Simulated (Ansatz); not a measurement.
Two isomers of C4H5F: A = `C=C=C(C)F`, B = `C#CCCF`.

Gas-phase electronic energies from Ansatz, PBE0-D4/def2-TZVP geometries. CCSD(T)/CBS is the MP2 limit (def2-TZVPP, def2-QZVPP) plus CCSD(T) − MP2 in def2-TZVPP, frozen cores. DFT in def2-TZVPP. B3LYP here is the variant with VWN-RPA as its local correlation; programs differ in this. Each species was taken in one conformer, which may not be the lowest.

Question: Which is lower in electronic energy at CCSD(T)/CBS, and by how much? (Best estimate.)

Answer: The calculation gave: A, by 1.0 kcal/mol.

Question: Give E(B) − E(A) in kcal/mol with B3LYP-D4, B3LYP, BLYP-D4, MP2/def2-TZVPP, HF/def2-TZVPP, PBE-D4, CCSD(T)/def2-TZVPP. (Best estimate.)

Answer: Computed: B3LYP-D4 5.5, B3LYP 5.5, BLYP-D4 7.2, MP2/def2-TZVPP -1.8, HF/def2-TZVPP -1.0, PBE-D4 8.0, CCSD(T)/def2-TZVPP 1.4. The order is the other way round with MP2/def2-TZVPP, HF/def2-TZVPP.

Question: Does the order hold for the free energy at 298.15 K (harmonic terms from PBE0-D4)? (An estimate is asked.)

Answer: Ansatz gave: Yes: G(B) − G(A) = +1.6 kcal/mol, for one conformer each.

Largest T1 diagnostic: 0.012.

From BLYP to BHLYP (50 % exact exchange), in def2-TZVPP and without D4, E(B) − E(A) moves by −4.2 kcal/mol. At CCSD(T), def2-SVP lies +1.3 kcal/mol from the extrapolated value and def2-TZVPP +0.4 kcal/mol.
